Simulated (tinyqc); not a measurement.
Worked calculation (part 2 of 3): ROHF in the sto-3g basis, for NH3+, spin multiplicity 2. Computed by tinyqc, a small Python program that keeps every step (integrals from PySCF). Command: `OMP_NUM_THREADS=1 python tinyqc.py 24634 24635 out.jsonl` (the two numbers bound the seeds that draw the settings). One thread of a shared host (Intel(R) Xeon(R) Processor @ 2.60GHz), about 0.08 s of CPU time with the checks.

Geometry (angstrom):
```
atom        x        y       z
N      0.0000   0.0000  0.0930
H      1.2210   0.0000  0.0000
H     -0.6110   1.0580  0.0000
H     -0.6110  -1.0580  0.0000
```

## Iteration 1: building the Fock matrix

D(alpha) at the start, order 1N 1s, 1N 2s, 1N 2px, 1N 2py, 1N 2pz, 2H 1s, 3H 1s, 4H 1s:
$$\begin{pmatrix}
0.0038 & -0.0341 & 0.0000 & 0.0000 & -0.0149 & 0.0383 & 0.0382 & 0.0382 \\
-0.0341 & 0.3114 & 0.0002 & 0.0000 & 0.0541 & -0.3574 & -0.3567 & -0.3567 \\
0.0000 & 0.0002 & 0.1100 & 0.0000 & 0.0000 & -0.3165 & 0.1580 & 0.1580 \\
0.0000 & 0.0000 & 0.0000 & 1.2719 & 0.0000 & 0.0000 & -0.4379 & 0.4379 \\
-0.0149 & 0.0541 & 0.0000 & 0.0000 & 0.9961 & 0.0253 & 0.0252 & 0.0252 \\
0.0383 & -0.3574 & -0.3165 & 0.0000 & 0.0253 & 1.3270 & -0.0380 & -0.0380 \\
0.0382 & -0.3567 & 0.1580 & -0.4379 & 0.0252 & -0.0380 & 1.3494 & -0.0612 \\
0.0382 & -0.3567 & 0.1580 & 0.4379 & 0.0252 & -0.0380 & -0.0612 & 1.3494
\end{pmatrix}$$

D(beta) at the start, order 1N 1s, 1N 2s, 1N 2px, 1N 2py, 1N 2pz, 2H 1s, 3H 1s, 4H 1s:
$$\begin{pmatrix}
0.0038 & -0.0341 & 0.0000 & 0.0000 & -0.0149 & 0.0383 & 0.0382 & 0.0382 \\
-0.0341 & 0.3114 & 0.0002 & 0.0000 & 0.0541 & -0.3574 & -0.3567 & -0.3567 \\
0.0000 & 0.0002 & 0.1100 & 0.0000 & 0.0000 & -0.3165 & 0.1580 & 0.1580 \\
0.0000 & 0.0000 & 0.0000 & 0.1097 & 0.0000 & 0.0000 & -0.2736 & 0.2736 \\
-0.0149 & 0.0541 & 0.0000 & 0.0000 & 0.9961 & 0.0253 & 0.0252 & 0.0252 \\
0.0383 & -0.3574 & -0.3165 & 0.0000 & 0.0253 & 1.3270 & -0.0380 & -0.0380 \\
0.0382 & -0.3567 & 0.1580 & -0.2736 & 0.0252 & -0.0380 & 1.3261 & -0.0379 \\
0.0382 & -0.3567 & 0.1580 & 0.2736 & 0.0252 & -0.0380 & -0.0379 & 1.3261
\end{pmatrix}$$

core Hamiltonian H = T + V (hartree), order 1N 1s, 1N 2s, 1N 2px, 1N 2py, 1N 2pz, 2H 1s, 3H 1s, 4H 1s:
$$\begin{pmatrix}
-25.4911 & -5.8659 & 0.0000 & 0.0000 & 0.0025 & -0.8917 & -0.8902 & -0.8902 \\
-5.8659 & -7.5446 & -0.0001 & 0.0000 & 0.0302 & -2.3086 & -2.3058 & -2.3058 \\
0.0000 & -0.0001 & -6.2380 & 0.0000 & 0.0000 & -1.8964 & 0.9474 & 0.9474 \\
0.0000 & 0.0000 & 0.0000 & -6.2379 & 0.0000 & 0.0000 & -1.6406 & 1.6406 \\
0.0025 & 0.0302 & 0.0000 & 0.0000 & -6.1126 & 0.1505 & 0.1503 & 0.1503 \\
-0.8917 & -2.3086 & -1.8964 & 0.0000 & 0.1505 & -3.9535 & -0.5399 & -0.5399 \\
-0.8902 & -2.3058 & 0.9474 & -1.6406 & 0.1503 & -0.5399 & -3.9518 & -0.5394 \\
-0.8902 & -2.3058 & 0.9474 & 1.6406 & 0.1503 & -0.5399 & -0.5394 & -3.9518
\end{pmatrix}$$

nuclear repulsion = 9.821681 hartree

Given earlier and not repeated: Two-electron integrals (ij|kl) in chemists' order.

J_ij = sum D_kl (ij|kl) with D = D(alpha) + D(beta), K_ij = sum D_kl (ik|jl) for each spin; F = H + J - K(s); E = tr D H + tr D J / 2 - 0.5 sum_s tr D(s) K(s) + E_nn.

Coulomb J (hartree), order 1N 1s, 1N 2s, 1N 2px, 1N 2py, 1N 2pz, 2H 1s, 3H 1s, 4H 1s:
$$\begin{pmatrix}
5.3926 & 1.2443 & 0.0009 & 0.0000 & 0.0044 & 0.1872 & 0.1870 & 0.1870 \\
1.2443 & 4.4833 & 0.0072 & 0.0000 & 0.0006 & 1.5324 & 1.5365 & 1.5365 \\
0.0009 & 0.0072 & 4.4502 & 0.0000 & -0.0002 & 1.4466 & -0.7221 & -0.7221 \\
0.0000 & 0.0000 & 0.0000 & 4.5349 & 0.0000 & 0.0000 & 1.2670 & -1.2670 \\
0.0044 & 0.0006 & -0.0002 & 0.0000 & 4.4607 & -0.1119 & -0.1120 & -0.1120 \\
0.1872 & 1.5324 & 1.4466 & 0.0000 & -0.1119 & 3.7406 & 0.3747 & 0.3747 \\
0.1870 & 1.5365 & -0.7221 & 1.2670 & -0.1120 & 0.3747 & 3.7633 & 0.3731 \\
0.1870 & 1.5365 & -0.7221 & -1.2670 & -0.1120 & 0.3747 & 0.3731 & 3.7633
\end{pmatrix}$$

exchange K(alpha) (hartree), order 1N 1s, 1N 2s, 1N 2px, 1N 2py, 1N 2pz, 2H 1s, 3H 1s, 4H 1s:
$$\begin{pmatrix}
0.0510 & 0.0701 & 0.0005 & 0.0000 & 0.0024 & 0.0106 & 0.0126 & 0.0126 \\
0.0701 & 0.3650 & 0.0060 & 0.0000 & 0.0572 & 0.1655 & 0.1786 & 0.1786 \\
0.0005 & 0.0060 & 0.1417 & 0.0000 & -0.0002 & 0.1573 & -0.0774 & -0.0774 \\
0.0000 & 0.0000 & 0.0000 & 0.8730 & 0.0000 & 0.0000 & 0.2619 & -0.2619 \\
0.0024 & 0.0572 & -0.0002 & 0.0000 & 0.8121 & -0.0079 & -0.0080 & -0.0080 \\
0.0106 & 0.1655 & 0.1573 & 0.0000 & -0.0079 & 0.7578 & 0.0516 & 0.0516 \\
0.0126 & 0.1786 & -0.0774 & 0.2619 & -0.0080 & 0.0516 & 0.7912 & 0.0326 \\
0.0126 & 0.1786 & -0.0774 & -0.2619 & -0.0080 & 0.0516 & 0.0326 & 0.7912
\end{pmatrix}$$

exchange K(beta) (hartree), order 1N 1s, 1N 2s, 1N 2px, 1N 2py, 1N 2pz, 2H 1s, 3H 1s, 4H 1s:
$$\begin{pmatrix}
0.0271 & 0.0343 & 0.0000 & 0.0000 & 0.0023 & 0.0041 & 0.0041 & 0.0041 \\
0.0343 & 0.2047 & 0.0000 & 0.0000 & 0.0563 & 0.1294 & 0.1293 & 0.1293 \\
0.0000 & 0.0000 & 0.0994 & 0.0000 & 0.0000 & 0.1478 & -0.0739 & -0.0739 \\
0.0000 & 0.0000 & 0.0000 & 0.0993 & 0.0000 & 0.0000 & 0.1279 & -0.1279 \\
0.0023 & 0.0563 & 0.0000 & 0.0000 & 0.7686 & -0.0075 & -0.0075 & -0.0075 \\
0.0041 & 0.1294 & 0.1478 & 0.0000 & -0.0075 & 0.7463 & 0.0409 & 0.0409 \\
0.0041 & 0.1293 & -0.0739 & 0.1279 & -0.0075 & 0.0409 & 0.7464 & 0.0408 \\
0.0041 & 0.1293 & -0.0739 & -0.1279 & -0.0075 & 0.0409 & 0.0408 & 0.7464
\end{pmatrix}$$

F(alpha) (hartree), order 1N 1s, 1N 2s, 1N 2px, 1N 2py, 1N 2pz, 2H 1s, 3H 1s, 4H 1s:
$$\begin{pmatrix}
-20.1495 & -4.6918 & 0.0003 & 0.0000 & 0.0045 & -0.7151 & -0.7157 & -0.7157 \\
-4.6918 & -3.4263 & 0.0012 & 0.0000 & -0.0264 & -0.9417 & -0.9479 & -0.9479 \\
0.0003 & 0.0012 & -1.9295 & 0.0000 & 0.0000 & -0.6071 & 0.3027 & 0.3027 \\
0.0000 & 0.0000 & 0.0000 & -2.5760 & 0.0000 & 0.0000 & -0.6355 & 0.6355 \\
0.0045 & -0.0264 & 0.0000 & 0.0000 & -2.4640 & 0.0466 & 0.0463 & 0.0463 \\
-0.7151 & -0.9417 & -0.6071 & 0.0000 & 0.0466 & -0.9707 & -0.2168 & -0.2168 \\
-0.7157 & -0.9479 & 0.3027 & -0.6355 & 0.0463 & -0.2168 & -0.9796 & -0.1990 \\
-0.7157 & -0.9479 & 0.3027 & 0.6355 & 0.0463 & -0.2168 & -0.1990 & -0.9796
\end{pmatrix}$$

F(beta) (hartree), order 1N 1s, 1N 2s, 1N 2px, 1N 2py, 1N 2pz, 2H 1s, 3H 1s, 4H 1s:
$$\begin{pmatrix}
-20.1256 & -4.6560 & 0.0008 & 0.0000 & 0.0046 & -0.7086 & -0.7073 & -0.7073 \\
-4.6560 & -3.2660 & 0.0071 & 0.0000 & -0.0255 & -0.9056 & -0.8985 & -0.8985 \\
0.0008 & 0.0071 & -1.8872 & 0.0000 & -0.0002 & -0.5977 & 0.2992 & 0.2992 \\
0.0000 & 0.0000 & 0.0000 & -1.8023 & 0.0000 & 0.0000 & -0.5015 & 0.5015 \\
0.0046 & -0.0255 & -0.0002 & 0.0000 & -2.4205 & 0.0461 & 0.0458 & 0.0458 \\
-0.7086 & -0.9056 & -0.5977 & 0.0000 & 0.0461 & -0.9592 & -0.2061 & -0.2061 \\
-0.7073 & -0.8985 & 0.2992 & -0.5015 & 0.0458 & -0.2061 & -0.9348 & -0.2072 \\
-0.7073 & -0.8985 & 0.2992 & 0.5015 & 0.0458 & -0.2061 & -0.2072 & -0.9348
\end{pmatrix}$$

total energy of this density = -15.846768 hartree

## Iteration 1: Roothaan effective Fock matrix

overlap S, order 1N 1s, 1N 2s, 1N 2px, 1N 2py, 1N 2pz, 2H 1s, 3H 1s, 4H 1s:
$$\begin{pmatrix}
1.0000 & 0.2350 & 0.0000 & 0.0000 & 0.0000 & 0.0354 & 0.0354 & 0.0354 \\
0.2350 & 1.0000 & 0.0000 & 0.0000 & 0.0000 & 0.3718 & 0.3714 & 0.3714 \\
0.0000 & 0.0000 & 1.0000 & 0.0000 & 0.0000 & 0.3588 & -0.1793 & -0.1793 \\
0.0000 & 0.0000 & 0.0000 & 1.0000 & 0.0000 & 0.0000 & 0.3105 & -0.3105 \\
0.0000 & 0.0000 & 0.0000 & 0.0000 & 1.0000 & -0.0273 & -0.0273 & -0.0273 \\
0.0354 & 0.3718 & 0.3588 & 0.0000 & -0.0273 & 1.0000 & 0.0983 & 0.0983 \\
0.0354 & 0.3714 & -0.1793 & 0.3105 & -0.0273 & 0.0983 & 1.0000 & 0.0983 \\
0.0354 & 0.3714 & -0.1793 & -0.3105 & -0.0273 & 0.0983 & 0.0983 & 1.0000
\end{pmatrix}$$

With projectors Pc = D(beta) S, Po = (D(alpha) - D(beta)) S, Pv = 1 - D(alpha) S, the block xy is Px^T F Py; with Fc = (F(alpha) + F(beta))/2, the blocks are Fc for cc, oo, vv and cv, F(beta) for co and F(alpha) for ov.

effective F (hartree), order 1N 1s, 1N 2s, 1N 2px, 1N 2py, 1N 2pz, 2H 1s, 3H 1s, 4H 1s:
$$\begin{pmatrix}
-20.1376 & -4.6739 & 0.0006 & 0.0000 & 0.0046 & -0.7119 & -0.7115 & -0.7115 \\
-4.6739 & -3.3462 & 0.0041 & 0.0000 & -0.0260 & -0.9237 & -0.9232 & -0.9232 \\
0.0006 & 0.0041 & -1.9084 & 0.0000 & -0.0001 & -0.6024 & 0.3009 & 0.3009 \\
0.0000 & 0.0000 & 0.0000 & -2.1959 & 0.0000 & 0.0000 & -0.5810 & 0.5810 \\
0.0046 & -0.0260 & -0.0001 & 0.0000 & -2.4423 & 0.0463 & 0.0460 & 0.0460 \\
-0.7119 & -0.9237 & -0.6024 & 0.0000 & 0.0463 & -0.9650 & -0.2115 & -0.2115 \\
-0.7115 & -0.9232 & 0.3009 & -0.5810 & 0.0460 & -0.2115 & -0.9620 & -0.1984 \\
-0.7115 & -0.9232 & 0.3009 & 0.5810 & 0.0460 & -0.2115 & -0.1984 & -0.9620
\end{pmatrix}$$

## Iteration 1: diagonalisation and new density

X, order 1N 1s, 1N 2s, 1N 2px, 1N 2py, 1N 2pz, 2H 1s, 3H 1s, 4H 1s:
$$\begin{pmatrix}
-0.3734 & 0.0009 & 0.0000 & 0.8110 & 0.4895 & 0.0000 & -0.0001 & 0.1828 \\
1.1808 & -0.0022 & 0.0000 & -0.0138 & 0.0671 & 0.0000 & -0.0003 & 0.4836 \\
0.0022 & 0.9346 & 0.0000 & -0.0001 & 0.0000 & 0.0000 & 0.6316 & 0.0003 \\
0.0000 & 0.0000 & 0.9343 & 0.0000 & 0.0000 & 0.6316 & 0.0000 & 0.0000 \\
-0.0758 & 0.0001 & 0.0000 & -0.5308 & 0.8452 & 0.0000 & 0.0000 & -0.0316 \\
-0.5468 & -0.8522 & 0.0000 & -0.1706 & -0.1026 & 0.0000 & 0.4610 & 0.3095 \\
-0.5436 & 0.4277 & -0.7387 & -0.1707 & -0.1027 & 0.3994 & -0.2308 & 0.3091 \\
-0.5436 & 0.4277 & 0.7387 & -0.1707 & -0.1027 & -0.3994 & -0.2308 & 0.3091
\end{pmatrix}$$

Diagonalise F' = X^T F X, C = X C', fill 5 alpha and 4 beta electrons from the bottom; D(s) = C_occ C_occ^T. Each column has its largest component positive (the first on a tie).

F' = X^T F X (hartree):
$$\begin{pmatrix}
-1.8806 & -0.0007 & 0.0000 & 2.5740 & 1.5913 & 0.0000 & 0.0056 & 0.1672 \\
-0.0007 & -1.0433 & 0.0000 & -0.0100 & -0.0062 & 0.0000 & -0.5874 & 0.0040 \\
0.0000 & 0.0000 & -1.1463 & 0.0000 & 0.0000 & -0.7367 & 0.0000 & 0.0000 \\
2.5740 & -0.0100 & 0.0000 & -13.3509 & -6.8160 & 0.0000 & 0.0049 & -4.8515 \\
1.5913 & -0.0062 & 0.0000 & -6.8160 & -6.7060 & 0.0000 & 0.0033 & -3.0542 \\
0.0000 & 0.0000 & -0.7367 & 0.0000 & 0.0000 & -1.7060 & 0.0000 & 0.0000 \\
0.0056 & -0.5874 & 0.0000 & 0.0049 & 0.0033 & 0.0000 & -1.5261 & 0.0005 \\
0.1672 & 0.0040 & 0.0000 & -4.8515 & -3.0542 & 0.0000 & 0.0005 & -3.7512
\end{pmatrix}$$

orbital energies (hartree): MO1 -20.1379, MO2 -2.4596, MO3 -2.4060, MO4 -2.2142, MO5 -1.9197, MO6 -0.6873, MO7 -0.6475, MO8 -0.6380

coefficients C, order 1N 1s, 1N 2s, 1N 2px, 1N 2py, 1N 2pz, 2H 1s, 3H 1s, 4H 1s:
$$\begin{pmatrix}
1.0011 & -0.1397 & -0.2075 & 0.0000 & -0.0021 & 0.0723 & -0.0169 & 0.0000 \\
-0.0053 & 0.6228 & 0.9294 & 0.0000 & 0.0092 & -0.6013 & 0.1405 & 0.0000 \\
0.0000 & -0.0047 & -0.0081 & 0.0000 & 1.0449 & -0.0986 & -0.4132 & 0.0000 \\
0.0000 & 0.0000 & 0.0000 & 1.0505 & 0.0000 & 0.0000 & 0.0000 & -0.4104 \\
-0.0001 & 0.8231 & -0.5690 & 0.0000 & -0.0007 & 0.0388 & -0.0090 & 0.0000 \\
0.0014 & -0.0405 & -0.0749 & 0.0000 & -0.0918 & 0.8551 & 0.7914 & 0.0000 \\
0.0015 & -0.0410 & -0.0760 & -0.0907 & 0.0461 & 0.5240 & -0.6187 & 0.8349 \\
0.0015 & -0.0410 & -0.0760 & 0.0907 & 0.0461 & 0.5240 & -0.6187 & -0.8349
\end{pmatrix}$$

D(alpha) after iteration 1, order 1N 1s, 1N 2s, 1N 2px, 1N 2py, 1N 2pz, 2H 1s, 3H 1s, 4H 1s:
$$\begin{pmatrix}
1.0647 & -0.2851 & 0.0001 & 0.0000 & 0.0029 & 0.0229 & 0.0229 & 0.0229 \\
-0.2851 & 1.2516 & -0.0008 & 0.0000 & -0.0162 & -0.0957 & -0.0958 & -0.0958 \\
0.0001 & -0.0008 & 1.0920 & 0.0000 & 0.0001 & -0.0952 & 0.0490 & 0.0490 \\
0.0000 & 0.0000 & 0.0000 & 1.1035 & 0.0000 & 0.0000 & -0.0953 & 0.0953 \\
0.0029 & -0.0162 & 0.0001 & 0.0000 & 1.0013 & 0.0094 & 0.0095 & 0.0095 \\
0.0229 & -0.0957 & -0.0952 & 0.0000 & 0.0094 & 0.0157 & 0.0031 & 0.0031 \\
0.0229 & -0.0958 & 0.0490 & -0.0953 & 0.0095 & 0.0031 & 0.0178 & 0.0014 \\
0.0229 & -0.0958 & 0.0490 & 0.0953 & 0.0095 & 0.0031 & 0.0014 & 0.0178
\end{pmatrix}$$

D(beta) after iteration 1, order 1N 1s, 1N 2s, 1N 2px, 1N 2py, 1N 2pz, 2H 1s, 3H 1s, 4H 1s:
$$\begin{pmatrix}
1.0647 & -0.2851 & 0.0023 & 0.0000 & 0.0029 & 0.0227 & 0.0230 & 0.0230 \\
-0.2851 & 1.2515 & -0.0105 & 0.0000 & -0.0162 & -0.0949 & -0.0962 & -0.0962 \\
0.0023 & -0.0105 & 0.0001 & 0.0000 & 0.0008 & 0.0008 & 0.0008 & 0.0008 \\
0.0000 & 0.0000 & 0.0000 & 1.1035 & 0.0000 & 0.0000 & -0.0953 & 0.0953 \\
0.0029 & -0.0162 & 0.0008 & 0.0000 & 1.0013 & 0.0093 & 0.0095 & 0.0095 \\
0.0227 & -0.0949 & 0.0008 & 0.0000 & 0.0093 & 0.0073 & 0.0074 & 0.0074 \\
0.0230 & -0.0962 & 0.0008 & -0.0953 & 0.0095 & 0.0074 & 0.0157 & -0.0008 \\
0.0230 & -0.0962 & 0.0008 & 0.0953 & 0.0095 & 0.0074 & -0.0008 & 0.0157
\end{pmatrix}$$

## Iteration 2: building the Fock matrix

As before.

Coulomb J (hartree), order 1N 1s, 1N 2s, 1N 2px, 1N 2py, 1N 2pz, 2H 1s, 3H 1s, 4H 1s:
$$\begin{pmatrix}
15.2588 & 2.8524 & 0.0000 & 0.0000 & -0.0006 & 0.4313 & 0.4307 & 0.4307 \\
2.8524 & 6.9562 & 0.0023 & 0.0000 & -0.0008 & 2.0422 & 2.0477 & 2.0477 \\
0.0000 & 0.0023 & 6.8917 & 0.0000 & -0.0001 & 1.7648 & -0.8837 & -0.8837 \\
0.0000 & 0.0000 & 0.0000 & 6.9760 & 0.0000 & 0.0000 & 1.5448 & -1.5448 \\
-0.0006 & -0.0008 & -0.0001 & 0.0000 & 6.9807 & -0.1357 & -0.1359 & -0.1359 \\
0.4313 & 2.0422 & 1.7648 & 0.0000 & -0.1357 & 3.7038 & 0.4639 & 0.4639 \\
0.4307 & 2.0477 & -0.8837 & 1.5448 & -0.1359 & 0.4639 & 3.7320 & 0.4625 \\
0.4307 & 2.0477 & -0.8837 & -1.5448 & -0.1359 & 0.4639 & 0.4625 & 3.7320
\end{pmatrix}$$

exchange K(alpha) (hartree), order 1N 1s, 1N 2s, 1N 2px, 1N 2py, 1N 2pz, 2H 1s, 3H 1s, 4H 1s:
$$\begin{pmatrix}
4.2877 & 0.7434 & 0.0000 & 0.0000 & -0.0001 & 0.1195 & 0.1193 & 0.1193 \\
0.7434 & 1.2503 & 0.0004 & 0.0000 & -0.0009 & 0.3331 & 0.3317 & 0.3317 \\
0.0000 & 0.0004 & 1.0305 & 0.0000 & 0.0000 & 0.2332 & -0.1156 & -0.1156 \\
0.0000 & 0.0000 & 0.0000 & 1.0310 & 0.0000 & 0.0000 & 0.1980 & -0.1980 \\
-0.0001 & -0.0009 & 0.0000 & 0.0000 & 1.0294 & -0.0171 & -0.0170 & -0.0170 \\
0.1195 & 0.3331 & 0.2332 & 0.0000 & -0.0171 & 0.1676 & 0.0653 & 0.0653 \\
0.1193 & 0.3317 & -0.1156 & 0.1980 & -0.0170 & 0.0653 & 0.1639 & 0.0661 \\
0.1193 & 0.3317 & -0.1156 & -0.1980 & -0.0170 & 0.0653 & 0.0661 & 0.1639
\end{pmatrix}$$

exchange K(beta) (hartree), order 1N 1s, 1N 2s, 1N 2px, 1N 2py, 1N 2pz, 2H 1s, 3H 1s, 4H 1s:
$$\begin{pmatrix}
4.2650 & 0.7089 & 0.0001 & 0.0000 & -0.0001 & 0.1101 & 0.1123 & 0.1123 \\
0.7089 & 1.0905 & -0.0040 & 0.0000 & -0.0013 & 0.2706 & 0.2907 & 0.2907 \\
0.0001 & -0.0040 & 0.2559 & 0.0000 & 0.0004 & 0.0488 & -0.0284 & -0.0284 \\
0.0000 & 0.0000 & 0.0000 & 0.9889 & 0.0000 & 0.0000 & 0.1899 & -0.1899 \\
-0.0001 & -0.0013 & 0.0004 & 0.0000 & 0.9867 & -0.0160 & -0.0165 & -0.0165 \\
0.1101 & 0.2706 & 0.0488 & 0.0000 & -0.0160 & 0.0879 & 0.0703 & 0.0703 \\
0.1123 & 0.2907 & -0.0284 & 0.1899 & -0.0165 & 0.0703 & 0.1366 & 0.0464 \\
0.1123 & 0.2907 & -0.0284 & -0.1899 & -0.0165 & 0.0703 & 0.0464 & 0.1366
\end{pmatrix}$$

F(alpha) (hartree), order 1N 1s, 1N 2s, 1N 2px, 1N 2py, 1N 2pz, 2H 1s, 3H 1s, 4H 1s:
$$\begin{pmatrix}
-14.5199 & -3.7569 & 0.0000 & 0.0000 & 0.0020 & -0.5799 & -0.5787 & -0.5787 \\
-3.7569 & -1.8386 & 0.0018 & 0.0000 & 0.0303 & -0.5995 & -0.5898 & -0.5898 \\
0.0000 & 0.0018 & -0.3768 & 0.0000 & 0.0000 & -0.3648 & 0.1794 & 0.1794 \\
0.0000 & 0.0000 & 0.0000 & -0.2928 & 0.0000 & 0.0000 & -0.2937 & 0.2937 \\
0.0020 & 0.0303 & 0.0000 & 0.0000 & -0.1613 & 0.0319 & 0.0314 & 0.0314 \\
-0.5799 & -0.5995 & -0.3648 & 0.0000 & 0.0319 & -0.4173 & -0.1413 & -0.1413 \\
-0.5787 & -0.5898 & 0.1794 & -0.2937 & 0.0314 & -0.1413 & -0.3836 & -0.1430 \\
-0.5787 & -0.5898 & 0.1794 & 0.2937 & 0.0314 & -0.1413 & -0.1430 & -0.3836
\end{pmatrix}$$

F(beta) (hartree), order 1N 1s, 1N 2s, 1N 2px, 1N 2py, 1N 2pz, 2H 1s, 3H 1s, 4H 1s:
$$\begin{pmatrix}
-14.4973 & -3.7225 & 0.0000 & 0.0000 & 0.0020 & -0.5705 & -0.5717 & -0.5717 \\
-3.7225 & -1.6789 & 0.0062 & 0.0000 & 0.0308 & -0.5370 & -0.5488 & -0.5488 \\
0.0000 & 0.0062 & 0.3978 & 0.0000 & -0.0004 & -0.1804 & 0.0921 & 0.0921 \\
0.0000 & 0.0000 & 0.0000 & -0.2508 & 0.0000 & 0.0000 & -0.2856 & 0.2856 \\
0.0020 & 0.0308 & -0.0004 & 0.0000 & -0.1186 & 0.0308 & 0.0308 & 0.0308 \\
-0.5705 & -0.5370 & -0.1804 & 0.0000 & 0.0308 & -0.3376 & -0.1464 & -0.1464 \\
-0.5717 & -0.5488 & 0.0921 & -0.2856 & 0.0308 & -0.1464 & -0.3564 & -0.1233 \\
-0.5717 & -0.5488 & 0.0921 & 0.2856 & 0.0308 & -0.1464 & -0.1233 & -0.3564
\end{pmatrix}$$

total energy of this density = -53.678043 hartree

## Iteration 2: Roothaan effective Fock matrix

As before.

effective F (hartree), order 1N 1s, 1N 2s, 1N 2px, 1N 2py, 1N 2pz, 2H 1s, 3H 1s, 4H 1s:
$$\begin{pmatrix}
-14.5086 & -3.7397 & 0.0000 & 0.0000 & 0.0020 & -0.5752 & -0.5752 & -0.5752 \\
-3.7397 & -1.7588 & 0.0023 & 0.0000 & 0.0305 & -0.5686 & -0.5691 & -0.5691 \\
0.0000 & 0.0023 & 0.0170 & 0.0000 & -0.0001 & -0.2480 & 0.1219 & 0.1219 \\
0.0000 & 0.0000 & 0.0000 & -0.2718 & 0.0000 & 0.0000 & -0.2897 & 0.2897 \\
0.0020 & 0.0305 & -0.0001 & 0.0000 & -0.1400 & 0.0314 & 0.0311 & 0.0311 \\
-0.5752 & -0.5686 & -0.2480 & 0.0000 & 0.0314 & -0.3635 & -0.1512 & -0.1512 \\
-0.5752 & -0.5691 & 0.1219 & -0.2897 & 0.0311 & -0.1512 & -0.3662 & -0.1293 \\
-0.5752 & -0.5691 & 0.1219 & 0.2897 & 0.0311 & -0.1512 & -0.1293 & -0.3662
\end{pmatrix}$$

## Iteration 2: diagonalisation and new density

As before.

F' = X^T F X (hartree):
$$\begin{pmatrix}
-0.2637 & -0.0029 & 0.0000 & 1.6272 & 0.9947 & 0.0000 & 0.0085 & 0.3784 \\
-0.0029 & 0.3801 & 0.0000 & -0.0078 & -0.0051 & 0.0000 & 0.1715 & 0.0027 \\
0.0000 & 0.0000 & 0.3040 & 0.0000 & 0.0000 & 0.0335 & 0.0000 & 0.0000 \\
1.6272 & -0.0078 & 0.0000 & -9.0706 & -5.6118 & 0.0000 & 0.0045 & -3.7491 \\
0.9947 & -0.0051 & 0.0000 & -5.6118 & -3.6647 & 0.0000 & 0.0030 & -2.3625 \\
0.0000 & 0.0000 & 0.0335 & 0.0000 & 0.0000 & -0.4763 & 0.0000 & 0.0000 \\
0.0085 & 0.1715 & 0.0000 & 0.0045 & 0.0030 & 0.0000 & -0.2743 & -0.0013 \\
0.3784 & 0.0027 & 0.0000 & -3.7491 & -2.3625 & 0.0000 & -0.0013 & -2.4532
\end{pmatrix}$$

orbital energies (hartree): MO1 -14.5181, MO2 -0.8997, MO3 -0.4778, MO4 -0.3168, MO5 -0.1403, MO6 0.1060, MO7 0.3054, MO8 0.4223

coefficients C, order 1N 1s, 1N 2s, 1N 2px, 1N 2py, 1N 2pz, 2H 1s, 3H 1s, 4H 1s:
$$\begin{pmatrix}
0.9928 & -0.2304 & 0.0000 & 0.0049 & -0.0276 & -0.1753 & 0.0000 & 0.0015 \\
0.0317 & 0.8160 & 0.0000 & -0.0260 & 0.1313 & 0.9737 & 0.0000 & -0.0096 \\
0.0000 & -0.0017 & 0.0000 & 0.3896 & 0.0034 & 0.0223 & 0.0000 & 1.0584 \\
0.0000 & 0.0000 & 0.5911 & 0.0000 & 0.0000 & 0.0000 & 0.9605 & 0.0000 \\
-0.0006 & -0.0363 & 0.0000 & -0.0023 & 0.9902 & -0.1451 & 0.0000 & 0.0007 \\
-0.0056 & 0.1600 & 0.0000 & 0.6671 & -0.0485 & -0.6288 & 0.0000 & -0.7105 \\
-0.0055 & 0.1559 & 0.4307 & -0.3104 & -0.0532 & -0.6393 & -0.7210 & 0.3671 \\
-0.0055 & 0.1559 & -0.4307 & -0.3104 & -0.0532 & -0.6393 & 0.7210 & 0.3671
\end{pmatrix}$$

D(alpha) after iteration 2, order 1N 1s, 1N 2s, 1N 2px, 1N 2py, 1N 2pz, 2H 1s, 3H 1s, 4H 1s:
$$\begin{pmatrix}
1.0395 & -0.1603 & 0.0022 & 0.0000 & -0.0196 & -0.0378 & -0.0414 & -0.0414 \\
-0.1603 & 0.6848 & -0.0111 & 0.0000 & 0.1005 & 0.1066 & 0.1281 & 0.1281 \\
0.0022 & -0.0111 & 0.1518 & 0.0000 & 0.0025 & 0.2595 & -0.1214 & -0.1214 \\
0.0000 & 0.0000 & 0.0000 & 0.3493 & 0.0000 & 0.0000 & 0.2546 & -0.2546 \\
-0.0196 & 0.1005 & 0.0025 & 0.0000 & 0.9819 & -0.0553 & -0.0576 & -0.0576 \\
-0.0378 & 0.1066 & 0.2595 & 0.0000 & -0.0553 & 0.4730 & -0.1795 & -0.1795 \\
-0.0414 & 0.1281 & -0.1214 & 0.2546 & -0.0576 & -0.1795 & 0.3090 & -0.0620 \\
-0.0414 & 0.1281 & -0.1214 & -0.2546 & -0.0576 & -0.1795 & -0.0620 & 0.3090
\end{pmatrix}$$

D(beta) after iteration 2, order 1N 1s, 1N 2s, 1N 2px, 1N 2py, 1N 2pz, 2H 1s, 3H 1s, 4H 1s:
$$\begin{pmatrix}
1.0387 & -0.1566 & 0.0023 & 0.0000 & 0.0077 & -0.0392 & -0.0429 & -0.0429 \\
-0.1566 & 0.6676 & -0.0115 & 0.0000 & -0.0296 & 0.1130 & 0.1351 & 0.1351 \\
0.0023 & -0.0115 & 0.1518 & 0.0000 & -0.0008 & 0.2596 & -0.1212 & -0.1212 \\
0.0000 & 0.0000 & 0.0000 & 0.3493 & 0.0000 & 0.0000 & 0.2546 & -0.2546 \\
0.0077 & -0.0296 & -0.0008 & 0.0000 & 0.0013 & -0.0073 & -0.0049 & -0.0049 \\
-0.0392 & 0.1130 & 0.2596 & 0.0000 & -0.0073 & 0.4707 & -0.1821 & -0.1821 \\
-0.0429 & 0.1351 & -0.1212 & 0.2546 & -0.0049 & -0.1821 & 0.3062 & -0.0648 \\
-0.0429 & 0.1351 & -0.1212 & -0.2546 & -0.0049 & -0.1821 & -0.0648 & 0.3062
\end{pmatrix}$$
